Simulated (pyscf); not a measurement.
H₃C–SiH₂–CH₃ + H atom (H•) → H₃C–SiH•–CH₃ + hydrogen (H₂), a hydrogen abstraction (doublet surface; H–Si broken, H–H formed). Structures and frequencies: ωB97X-D3(BJ)/def2-SVP in PySCF. Energies in kcal/mol from the separated reactants.

AM1 to PM7: differences of heats of formation from MOPAC. Open shells are spin-unrestricted. 

### Question
In single points AM1 puts the saddle at -6.5 kcal/mol and the reaction energy at -36.7 kcal/mol. Should these be trusted to within a few kcal/mol? Compare with ωB97M-D3(BJ)/def2-TZVP.

### Answer
ωB97M-D3(BJ)/def2-TZVP gives ΔE‡ = 4.5 kcal/mol and ΔE = -9.5 kcal/mol. AM1 lies 11.0 kcal/mol under it in the barrier and 27.2 kcal/mol under it in the reaction energy, so on this step it does not hold to within 3.0 kcal/mol. At AM1 this geometry lies under one side, so its ΔE‡ may be no barrier of that level. ωB97M-D3(BJ)/def2-TZVP has limits of its own. One saddle was located; it need not be the lowest between these sides. The angle at the transferred H is 176°.
